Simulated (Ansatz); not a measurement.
**C$_{2}$H$_{2}$O, singlet in cc-pVDZ: errors against RCCSDT(Q)**

Geometry: MP2(full)/6-31G*, from the G2/97 set.

```xyz
5

C     0.0000    0.0000   -1.3018
C     0.0000    0.0000    0.0165
H     0.0000    0.9388   -1.8357
H     0.0000   -0.9388   -1.8357
O     0.0000    0.0000    1.1962
```

Basis cc-pVDZ; Ansatz 0.2.0. Correlated methods freeze the noble-gas cores, which leaves 16 electrons in 49 orbitals. Prefix R: restricted or restricted open-shell reference. Active spaces: valence = (14e, 13o, short of the full valence) chosen from the atoms' valence shells.

Full CI isn't at hand for all of this; RCCSDT(Q) serves as the reference, and is uncertain by about the last step of the cluster series.

```
UHF ⟨S²⟩                          : 0.000
T1 diagnostic (RCCSD)             : 0.0180
largest doubles amplitude (RCCSD) : 0.097
```

```csv
level,E − E(RHF) (eV)
RMP2,-11.9537
RCCSD,-12.3627
RCCSD(T),-12.8376
```

Question: Estimate how far RCCSDT(Q) in cc-pVDZ lies from RCCSD(T). The table doesn't fix it; the size of (T) and the diagnostics are the guide.

Answer: RCCSDT(Q) in cc-pVDZ lies 1.50 kcal/mol below RCCSD(T), which is 14 % of the (T) step (-10.95 kcal/mol). The diagnostics are small and the rest is a small part of (T), but (T) is large here. The miss exceeds 1 kcal/mol.

The other levels:

```
                 level  E − E(RCCSDT(Q)) (kcal/mol)  share of correlation (%)    wall time
                  CISD                        42.08                     85.86        2.1 s
               BCCD(T)                         1.37                     99.54       0.88 s
                RCCSDT                         1.05                     99.65            –
CASSCF (valence space)                       177.04                     40.50            –
NEVPT2 (valence space)                        30.55                     89.73  32 s (H100)
```

The correlation energy at RCCSDT(Q), counted from RHF, is -12.902 eV. That run took 32 s on 1 thread of AMD EPYC 7R13, shared host.

Times hold each run's SCF and search for its determinant on a shared host, so for small cases they say little of a method's own cost; rows without a card ran on 1 thread of AMD EPYC 7R13.

Natural occupations of CASSCF (valence space) about the gap: 1.977 1.977 1.974 1.957 1.944 0.064 0.060 0.030 0.021 0.018; effectively unpaired electrons, Σ n²(2−n)², 0.06.

Atomization energy (electronic, same basis, no zero-point term; atoms at the same level, unrestricted beside the R rows where the molecule is a closed shell, with restricted open-shell steps beyond CCSDT(Q)) at RCCSDT(Q): 2052.7 kJ/mol. Errors of other levels:

| level | error (kJ/mol) |
| --- | --- |
| RHF | -545.7 |
| RMP2 | 68.1 |
| CISD | -159.4 |
| RCCSD | -43.0 |
| RCCSD(T) | -4.0 |
| BCCD(T) | -3.2 |
| RCCSDT | -4.1 |

This basis is far from its limit, so the value isn't to be set against a measured one. Truncated CI isn't size-consistent, which counts against it in atomization.
